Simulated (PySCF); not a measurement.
# CH5NO (N-Methylhydroxylamine): the cost of one run

Programs: PySCF 2.14.0, with density-fitted response routines of our own. Each step states its level of theory. These are calculated values for one molecule in the gas phase, unless marked as measured. Atoms count from 0, in the outputs and in this text.

## (1) The molecule as given

8 atoms, charge 0, multiplicity 1; geometry from: MMFF94s. The atoms were then displaced at random by about 0.03 Å, so the start is not that level's minimum.

Bonds of the start (Å): C0–N1 1.45, N1–O2 1.41, C0–H3 1.14, C0–H4 1.18, C0–H5 1.00, N1–H6 1.03, O2–H7 0.99.

## (2) Relaxing the molecule at PBE0-D3(BJ)/def2-SVP

The job: settings as JSON, then the geometry in Å.

```
{"job": {"xc": "PBE0", "basis": "def2-SVP", "d3": "d3bj", "grid": 1, "shake": 0.03, "kind": "geom"}, "charge": 0, "multiplicity": 1}
C     -0.596130    -0.169720     0.549720
N      0.028530     0.177790    -0.715290
O      1.384160    -0.088560    -0.445230
H     -0.153820     0.502130     1.356960
H     -1.724940     0.137220     0.394050
H     -0.599370    -1.142060     0.779110
H      0.079750     1.197470    -0.861420
H      1.720060    -0.699930    -1.141590
```

On the command line:

```sh
OMP_NUM_THREADS=1 python probes_run.py task.json out
```

The driver reads the jobs from task.json and runs them one after another.

Q: Estimate the wall time and peak memory of this first job on 1 thread of Arm Neoverse V1, shared host.

About 7.1 s, with a peak of 0.29 GiB.
